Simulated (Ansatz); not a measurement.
## hcp Mg

Method: r²SCAN (Ansatz, a program for electronic structure, PAW).

Run with plane-wave cutoff 500 eV, 18×18×1 k mesh (along the axes of the cell as run), Fermi–Dirac smearing 0.1 eV, scalar-relativistic PAW data made under PBE.

Cell: relaxed at this level.

* **surface energy of the (10-11) face**: 0.93 J/m²
* **work function of the (10-11) face**: 3.48 eV

The slab of 12 atoms is relaxed and unreconstructed.

The computed numbers hold no vibrational or temperature effects.
